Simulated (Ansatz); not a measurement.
**BSiNH (doublet): from Hartree-Fock to the top rungs at a displaced geometry (v1), cc-pVDZ**

One table from this session's results is given with a row withheld; the runs are named, their logs left out.

The runs use Ansatz 0.2.0, Gaussian basis; cc-pVDZ, core rule «outside noble gas», up to 7 orbitals frozen.

To be run: UHF; CCSD(T) on ROHF; CCSD(T) on UHF; BCCD(T) on ROHF; CISD; CCSDT(Q) on ROHF; CCSDT(Q) on UHF; CASSCF and MRCISD+Q, 9 electrons in 9 orbitals; CASSCF and NEVPT2, 9 electrons in 9 orbitals.

17 further runs of the same task are left out: 5 that didn't finish, 12 set aside as unsound or not needed.

## What is computed

The geometry is a PBE0/def2-TZVP stationary point (not a proven minimum) with its atoms shifted at random (size 0.040 Å).

4 atoms, charge 0, spin multiplicity 2.

Atoms are counted from 1 here; the program's logs count them from 0.

Bond lengths: B1–N2 1.359 Å, B1–Si3 2.065 Å, N2–Si3 1.795 Å, N2–H4 1.002 Å. Angles: N2–B1–Si3 59.0°, B1–N2–Si3 80.5°, B1–N2–H4 141.6°, Si3–N2–H4 137.8°, B1–Si3–N2 40.5°.

As a file:

```
atom     x (Å)     y (Å)     z (Å)
  B1  -0.02330  -0.91564   0.94145
  N2  -0.02413   0.44235   0.89614
 Si3   0.02383   0.08705  -0.86277
  H4  -0.07894   1.24827   1.48948
```

The first run:

The input, in.yaml:

```yaml
crystal:
  periodic: [false, false, false]
  atoms:
    - {symbol: B, position_ang: [-0.023296, -0.915639, 0.941446]}
    - {symbol: N, position_ang: [-0.024130, 0.442354, 0.896138]}
    - {symbol: Si, position_ang: [0.023834, 0.087051, -0.862766]}
    - {symbol: H, position_ang: [-0.078942, 1.248267, 1.489482]}
basis:
  gaussian: {orbitals: cc-pVDZ}
magnetization: {spin_polarized: true, initial_magnetization: 1}
hamiltonian: {xc: hf}
output: {orbitals: {seedname: orbitals}}
```

On the command line:

```bash
$ ansatz run in.yaml --threads 1 --pin off --events-out ev --progress --plain --max-ram 2393MiB
```

Among the steps run: UHF; CCSD(T) on ROHF; CCSD(T) on UHF; BCCD(T) on ROHF; CISD; CCSDT(Q) on ROHF; CCSDT(Q) on UHF; CASSCF and MRCISD+Q, 9 electrons in 9 orbitals; CASSCF and NEVPT2, 9 electrons in 9 orbitals.

One of the session's tables, all rows but one given; the rest of the session is left out.

```
   method  from UCCSDT(Q) (meV)
     ROHF               +9537.2
      UHF               +9385.4
     RMP2               +1222.6
     UMP2                     ?
     CISD               +1448.7
    RCCSD                +464.1
    UCCSD                +453.7
 RCCSD(T)                 +68.8
 UCCSD(T)                 +68.7
  BCCD(T)                 +64.0
   RCCSDT                 +38.3
   UCCSDT                 +36.7
RCCSDT(Q)                  +3.9
UCCSDT(Q)                     0
```

Estimate the missing values for UMP2.

The run gave: from UCCSDT(Q) (meV): +1250.4. In the column «from UCCSDT(Q) (meV)» it lies between RMP2 (+1222.6) and CISD (+1448.7).

Not comparable, so not listed: CASSCF and NEVPT2, 9 electrons in 9 orbitals (they don't share determinant, frozen orbitals or solution with the rows shown, or repeat one).

To keep in mind: Left out of the table: CASSCF frontier, MRCISD frontier, MRCISD+Q frontier (the active space lost an orbital or holds another state than full CI finds). Restricted and unrestricted rows rest on different reference determinants; where their highest levels disagree by more than a few hundredths of an eV, they describe different states and don't form one ladder. Warnings in the runs' records: passed over end.
